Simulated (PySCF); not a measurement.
Compound: CH₂S (charge -1 and doublet state).
SMILES with atom numbers: `[CH2:1][S-:2]` (hydrogens: H3, H4 on C1)

Method used: UKS B3LYP, IGLO-III on C S, pcH-1 on H, non-relativistic, mean-field spin-orbit, GIAO (PySCF). Isolated species at its PBE0-D3(BJ)/def2-SVP geometry, gas phase. Whether the extra electron is bound in the gas phase wasn't checked; a finite basis holds it in any case.

Question: What is the g tensor, term by term?

Answer: 
```tsv
Δg (ppt)	1	2	3
relativistic mass correction	-0.18	-0.18	-0.18
gauge correction	-0.01	0.03	0.04
orbital Zeeman/spin–orbit	-0.40	7.93	14.89
total	-0.58	7.78	14.75
```

So g = 2.00173, 2.01010, 2.01707 and g_iso = 2.00964; the tensor is rhombic: the two nearest values differ by 45 % of g3 − g1. Axes: g1 is normal to the molecular plane and g3 points within 1° of the C1–S2 bond.

Question: At 9.457 GHz, how far is the centre of the isotropic spectrum from where a free electron (g = 2.002319) resonates?

Answer: B = hν/(g μB) with μB/h = 13.99624 MHz/mT gives 337.45 mT for the free electron and 336.22 mT at g_iso, 1.23 mT lower.

Question: What are the electron Larmor frequencies g μB B/h along the three axes at 330 mT?

Answer: 9.2455, 9.2842, 9.3164 GHz for g1, g2 and g3, a range of 70.8 MHz.

Question: What effective moment and Curie constant follow for a powder?

Answer: With the mean of g² = 4.0387 and S(S+1) = 0.75: μ_eff = √(⟨g²⟩S(S+1)) = 1.740 μB and χT = 0.12505·⟨g²⟩·S(S+1) = 0.379 cm³ K/mol (cgs; spin-Hamiltonian part alone).

Question: In a frozen sample, at which fields do the three g values resonate at 9.5, 34, 94 and 263 GHz (hyperfine left aside), and which band first spreads them over more than twice a line width of 1.0 mT?

Answer: 
```csv
band,GHz,B(g3) mT,B(g2) mT,B(g1) mT,spread mT
X,9.5,336.50,337.67,339.08,2.58
Q,34.0,1204.33,1208.51,1213.56,9.23
W,94.0,3329.62,3341.17,3355.13,25.51
J,263.0,9315.86,9348.16,9387.24,71.37
```

The spread grows in proportion to the frequency. X band is the first where it exceeds 2.0 mT.

The largest Mulliken spin populations are on C1 (+0.67) and S2 (+0.41). The angles at C1 add up to 360.0°, so it is planar; its axial dipolar tensor and the negative couplings of its protons fit spin in a p orbital normal to that plane.

The HOMO–LUMO gaps are 4.48 eV among the α and 4.29 eV among the β orbitals.
